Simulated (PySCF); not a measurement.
# PO−: bond curves at several levels of theory

An exercise on one series of results from a longer session: the logs are not shown, and one member is left open.

Method: P def2-TZVPPD, O def2-TZVPPD, no relativity; program: PySCF 2.14.0.

3 further runs of the same task are left out: 3 set aside as unsound or not needed.

The first run:

A driver script around PySCF takes these settings:

```json
{
  "atoms": "P, O",
  "charge": "-1",
  "basis": "P def2-TZVPPD, O def2-TZVPPD",
  "Hamiltonian": "no relativity",
  "basis functions": "88",
  "electrons treated": "24",
  "masses in u": "30.9738, 15.9949",
  "levels": "PBE0, PBE, r²SCAN, LDA, B97-3, r²SCANh, M06, PW91, HSE06, MP2, SCS-MP2, CCSD, CCSD(T)",
  "grid": "80 radial by 434 angular points",
  "occupations": "held fixed by the projection of orbital angular momentum",
  "dissociation limit": "P + O−, each in its ground configuration",
  "starting distance in angstrom": "1.765",
  "values of 2S to try": "0, 2, 4"
}
```

The run is started by

```console
OMP_NUM_THREADS=2 python dia.py task.json out
```

Steps of the session up to this table: Set-up; PBE0 along the bond; Excited determinants; PBE (GGA); r²SCAN (meta-GGA); LDA (local density); B97-3; r²SCANh; M06 (hybrid meta-GGA); PW91 (GGA); HSE06 (range-separated hybrid); Adding correlation.

One table of the session follows, with a row left open; its other results are not shown here.

It belongs to the step «The curves together». Energy (eV) from each level's lowest point:

```
R (Å)  UHF-MP2  UHF-SCS-MP2  UHF-CCSD  UHF-CCSD(T)    LDA
1.328    1.697        1.652       n/a          n/a  1.564
1.390    0.785        0.751     0.711        0.776  0.704
1.451    0.270        0.249     0.224        0.265  0.228
1.498    0.074        0.063     0.051        0.072  0.055
1.544    0.000        0.000     0.000        0.000  0.000
1.590    0.018        0.030     0.043        0.022  0.034
1.652    0.150        0.177     0.209        0.157  0.183
1.729        ?            ?         ?            ?      ?
1.822    0.883        0.943     1.024        0.882  0.934
1.945    1.744        1.799       n/a          n/a  1.610
```

Estimate the missing values for R (Å) = 1.729.

Worked estimate for «UHF-MP2». A straight line through the neighbours (1.652, 0.150) and (1.822, 0.883) gives 0.150 + (0.883 − 0.150) × (1.729 − 1.652) / (1.822 − 1.652) = 0.482; a parabola fitted to 4 rows on both sides gives 0.416.

**Answer.** UHF-MP2: 0.432; UHF-SCS-MP2: 0.477; UHF-CCSD: 0.534; UHF-CCSD(T): 0.442; LDA: 0.481. In «UHF-MP2» the line misses by +0.050 and the parabola by -0.016.
